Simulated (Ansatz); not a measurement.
We consider fluorite SrCl₂, described by CAM-B3LYP (plane waves, PAW; Ansatz, a program for electronic structure).

Run with plane-wave cutoff 460 eV, 6×6×6 k mesh, Fermi–Dirac smearing 0.01 eV, scalar-relativistic PAW data made under PBE.

The cell has the measured lattice: a = 6.974 Å, b = 6.974 Å, c = 6.974 Å, α = 90.00°, β = 90.00°, γ = 90.00°.

### Question
What does this level give for the band gap, smallest direct gap on the k points sampled and direct gap at Γ?

### Answer

band gap: 9.48 eV (on the SCF k mesh)
smallest direct gap on the k points sampled: 9.80 eV
direct gap at Γ: 9.88 eV

Note: cell and atoms aren't relaxed at this level (pressure 0.9 GPa).

Spin–orbit coupling is not included.

Static lattice: no zero-point or thermal effects.

Cost on a shared machine: very roughly 120 core-seconds.
